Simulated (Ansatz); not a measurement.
C6H10 (`C1C[C@@H]2C[C@@H]2C1`), relaxed with RKS PBE-D4/def2-SVP in Ansatz from a rough embedded geometry. The force threshold is 0.03 eV/Å; the program also tests the step.

The species carries charge 0 and has multiplicity 1.

Start:

```xyz
16

C     0.697    0.768    0.910
C     0.809    0.933   -0.612
C    -0.123   -0.113   -1.184
C    -0.011   -1.501   -0.626
C    -1.052   -0.561   -0.095
C    -0.707    0.202    1.166
H     0.854    1.712    1.432
H     1.452    0.068    1.266
H     1.837    0.811   -0.957
H     0.465    1.924   -0.917
H    -0.455    0.017   -2.204
H     0.836   -1.752   -0.007
H    -0.346   -2.318   -1.248
H    -2.095   -0.773   -0.282
H    -1.427    1.011    1.303
H    -0.733   -0.428    2.056
```

Problem. By how much does the energy fall, and how many steps does the optimiser take? (An estimate is asked.)

Solution. Ansatz gave: 9.79 kJ/mol, in 3 steps.

Problem. Which bonds change most? (An estimate is asked.)

Solution. Ansatz gave: C4–H12 from 1.078 to 1.103 Å; C3–C5 from 1.499 to 1.521 Å; C5–H14 from 1.081 to 1.102 Å; C3–H11 from 1.081 to 1.102 Å.

Problem. Give the relaxed structure. (An estimate is asked.)

Solution. Computed: 
```xyz
16

C     0.711    0.764    0.921
C     0.805    0.950   -0.610
C    -0.108   -0.124   -1.191
C    -0.005   -1.526   -0.631
C    -1.050   -0.578   -0.086
C    -0.713    0.219    1.170
H     0.916    1.698    1.480
H     1.468    0.028    1.263
H     1.852    0.891   -0.977
H     0.414    1.948   -0.905
H    -0.464   -0.004   -2.226
H     0.861   -1.805   -0.008
H    -0.364   -2.344   -1.274
H    -2.109   -0.797   -0.298
H    -1.438    1.055    1.267
H    -0.777   -0.376    2.105
```
